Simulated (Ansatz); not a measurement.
Ideal-gas functions of `O=S1CC1` at 298.15 K and 1 bar, from an Ansatz frequency run at PBE0-D4/def2-TZVP.

Molar mass 76.12 g/mol, point group Cs (symmetry number 1), electronic degeneracy 1, moments of inertia 35.417, 93.383, 97.411 u Å². Harmonic wavenumbers (cm⁻¹, unscaled): 314, 335, 597, 621, 774, 833, 937, 1012, 1022, 1124, 1167, 1201, 1426, 1449, 3149, 3151, 3241, 3256.

Use S(trans) = R[1.5 ln M + 2.5 ln T − 1.1517]; rotational temperatures θ = 24.2544 K / I; S(rot) = R[ln(√π/σ · √(T³/θAθBθC)) + 1.5]; for each mode x = 1.438777 ν̃/T, S = R[x/(eˣ − 1) − ln(1 − e⁻ˣ)] and H = RT x/(eˣ − 1); 1 cm⁻¹ = 0.0119627 kJ/mol; R = 8.31446 J/(mol·K).

Question: By hand: the entropy, in J/(mol·K).

Answer: Translation 162.9. Rotation: θ = 0.6848, 0.2597, 0.249 K, giving 101.2. Vibration, mode by mode: 5.61, 5.17, 1.90, 1.74, 0.96, 0.76, 0.50, 0.37, 0.36, 0.24, 0.20, 0.17, 0.07, 0.06, 0.00, 0.00, 0.00, 0.00, in all 18.1. Electronic 0.0. Sum 282.2 J/(mol·K).

Question: By hand: H − E and G − E in kJ/mol, counted from the electronic energy.

Answer: Zero-point energy ½ × 25609 × 0.0119627 = 153.2; thermal vibration 3.8; translation, rotation and pV give 4 RT = 9.9. H − E = 166.9 kJ/mol, and G − E = 166.9 − 298.15 × 282.2/1000 = 82.8 kJ/mol.

Vibration gives 6 % of the entropy.
